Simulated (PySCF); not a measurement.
**LiP: energy against distance**

Set-up: PySCF, spin-free X2C with a Gaussian nucleus, basis sets Li x2c-TZVPPall, P x2c-TZVPPall. Energies in eV from Li + P in their ground configurations at the same level. State: ³Σ⁻ (triplet), unpaired electrons π ↑↑.

```csv
R (Å),UHF-CCSD
2.092,-1.305
2.186,-1.434
2.255,-1.483
2.325,-1.499
2.395,-1.489
2.488,-1.447
2.604,-1.358
2.744,-1.222
```

Put a parabola through the three lowest points of the UHF-CCSD curve and estimate Re, k and ωe (reduced mass 5.72 u; 1 eV/Å² = 0.16022 mdyn/Å; ωe = 1302.8·√(k/μ) cm⁻¹).

Through R = 2.255, 2.325, 2.395 Å the second-order coefficient is 2.65 eV/Å², so Re ≈ 2.333 Å, k ≈ 0.850 mdyn/Å and ωe ≈ 502 cm⁻¹. A polynomial fit of higher order to the unrounded UHF-CCSD energies gives Re = 2.332 Å, k = 0.820 mdyn/Å, ωe = 493 cm⁻¹; anharmonicity and rounding make the difference.

The higher-order fit for each curve: UHF-CCSD: Re = 2.332 Å, ωe = 493 cm⁻¹, De = 1.50 eV.

Correlated steps freeze 5 core orbitals. The state was picked by a PBE0 search and need not be the measured ground state.
